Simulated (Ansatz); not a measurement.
```yaml
crystal:
  periodic: [false, false, false]
  atoms:
    - {symbol: C, position_ang: [-0.913108, 1.308315, -1.039036]}
    - {symbol: Al, position_ang: [-0.000657, 0.000254, 0.000900]}
    - {symbol: C, position_ang: [0.912961, -1.308259, 1.039238]}
    - {symbol: H, position_ang: [-1.852005, 0.899554, -1.424247]}
    - {symbol: H, position_ang: [-0.293712, 1.619149, -1.885658]}
    - {symbol: H, position_ang: [-1.138912, 2.188260, -0.429376]}
    - {symbol: H, position_ang: [1.212687, -2.150842, 0.408957]}
    - {symbol: H, position_ang: [0.263464, -1.681725, 1.836513]}
    - {symbol: H, position_ang: [1.809283, -0.874706, 1.492720]}
basis:
  gaussian: {orbitals: pcseg-2, final_grid: {core_spheres: 20, valence_spheres: 16, degree: 47}}
total_charge: 1
hamiltonian: {xc: {name: HF}}
correlation: {active_space: {window: {electrons: 40, orbitals: 30}}}
output: {forces: true}
```

```sh
$ ansatz run in.yaml --threads 2 --pin off --events-out ev --progress --plain --max-ram 32768MiB --backend cpu
```

It prints (some lines left out):

```
Functional definition: HF
1037 factors; integrals over basis functions are off by at most 8.5e-4 eV
mean field evaluation 1: about -8727.3865 eV, gradient 5.0e1 eV
mean field evaluation 2: about -8727.3955 eV, gradient 5.0e1 eV
mean field evaluation 4: about -8733.0777 eV, gradient 2.3e0 eV
mean field evaluation 8: about -8733.1056 eV, gradient 4.8e-4 eV
mean field -8733.10558777 eV, -320.9357108388 hartree, gradient 2.7e-6 eV, S^2 0.000000; 0 other end points of the search recorded, 0 dependent functions left out
reference -8733.10558777 eV, -320.9357108388 hartree; 15, 15 occupied and 163, 163 virtual orbitals, 1037 factors
Error: 40 electrons in 30 orbitals form no window around the highest filled level of the reference
```

Q: Something in this input is off. What?

A: The active space doesn't fit the electrons. The run stopped with an error.
